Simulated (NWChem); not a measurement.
hydrogen fluoride (HF); SMILES F

```xyz
2

F      0.0000     0.0000     0.0944
H      0.0000     0.0000    -0.8404
```
Atoms are numbered in this order, from 1.

Level: B3LYP/6-31G* (spherical d) (NWChem), optimised geometry, unscaled harmonic frequencies. 

```
frequency (cm⁻¹)  IR intensity (km/mol)
----------------  ---------------------
3952                               64.8
```

```json
{
 "zero_point_energy": "5.6 kcal/mol",
 "thermal correction to the enthalpy at 298.15 K (with zero-point energy)": "7.7 kcal/mol",
 "heat capacity Cv": "5.0 cal/(mol K)",
 "entropy at 298.15 K and 1 atm (symmetry number 1)": "41.5 cal/(mol K)",
 "dipole_moment": "1.86 D"
}
```

Rigid rotor and harmonic oscillator.
